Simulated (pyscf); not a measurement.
PySCF, gas phase, ωB97X-D3(BJ)/def2-SVP geometries.

### Question
Estimate the classical barrier height and the reaction energy of `[CH2][OH]` [doublet] → `[CH3][O]` [doublet] at r²SCAN/def2-TZVP. The step runs on the doublet surface, breaks H–O and forms C–H; take the reactant's lowest minimum found as zero.

### Answer
ΔE‡ = 39.5 kcal/mol, ΔE = +7.0 kcal/mol. CCSD(T)/def2-TZVPP + ΔMP2(QZVPP) gives 42.0 kcal/mol and +9.5 kcal/mol. Zero-point energy shifts the barrier by -3.2 kcal/mol. It is a hydrogen shift, with an imaginary mode of 2068i cm⁻¹. This is the saddle that the search found; another between the same sides may lie lower. The CCSD(T) − MP2 part came from Ansatz, without density fitting, on the same reference.
